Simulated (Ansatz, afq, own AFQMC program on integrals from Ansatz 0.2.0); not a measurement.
# Where AFQMC and coupled cluster stand for CH₂Si, triplet

```tsv
atom	x (Å)	y (Å)	z (Å)
Si	0.0000	0.0000	0.4155
C	0.0000	0.0000	-1.1875
H	0.0000	1.2125	1.2855
H	0.0000	-1.2125	1.2855
```

Connectivity, by distances: SiH2–C.

Basis cc-pVDZ. Noble-gas cores (and the filled d shells of Ga–Kr and In–Xe) are frozen. Integrals, coupled cluster, full CI and functionals: Ansatz 0.2.0; the random walks run on the same integrals in our own AFQMC program. ph-AFQMC/CISD is guided by a CISD state made of CCSD amplitudes; releasing the constraint for a short imaginary time cuts its bias at the price of noise, slowly where states lie close. ± is one standard error of the sampling.

Determinant: ROHF, the one that the program's search chose, which needn't be the lowest solution. The geometry is a point of a scan.

No full CI on the walks' own integrals is used here; CCSDT(Q) serves as the reference and is uncertain by about the last step of the cluster series.

Cautions: lower spins were not checked; higher spins were not checked; a spin-contaminated unrestricted determinant lies lower (UHF 503 meV lower, ⟨S²⟩ 2.41); raised T1 diagnostic (T1 0.042, weight of the determinant 0.85, largest double 0.13); the ph-AFQMC/HF walk drifts between its halves (2.7 errors).

The T1 diagnostic is 0.0416 and the weight of the determinant in the CISD state is 0.850. The size of the correlated space is 10 electrons in 36 orbitals.

```csv
level,correlation energy (eV)
MP2,-4.8274
CCSD,-5.8702
CCSD(T),-6.0799
```

**Question.** Estimate where phaseless AFQMC with a CISD trial lies against CCSD(T) on the same integrals.

**Answer.** 5.1 ± 1.7 kJ/mol below CCSD(T).

Reference: CCSDT(Q), correlation energy -6.140 eV. The released energy is read at 2.40 1/Eh (meV from the phaseless value at times in 1/Eh: 16 ± 15 at 0.24, 22 ± 13 at 0.51, 17 ± 11 at 0.99, 8 ± 13 at 1.62, 2 ± 14 at 2.40).

```tsv
level	E − E(reference) (kJ/mol)	share of correlation (%)
CCSD(T)	5.8	99.03
CCSDT	1.5	99.75
ph-AFQMC/HF	19.5 ± 4.9	96.71
ph-AFQMC/CISD	0.7 ± 1.7	99.89
released AFQMC	0.8 ± 1.4	99.86
```

A walk keeps the symmetry of its determinant, which the program's search chose and which needn't be the lowest solution, so a lower state of the same spin and another symmetry isn't excluded. Released energies are given only where the last usable release times agree within the noise; a slower fall can still hide under it.
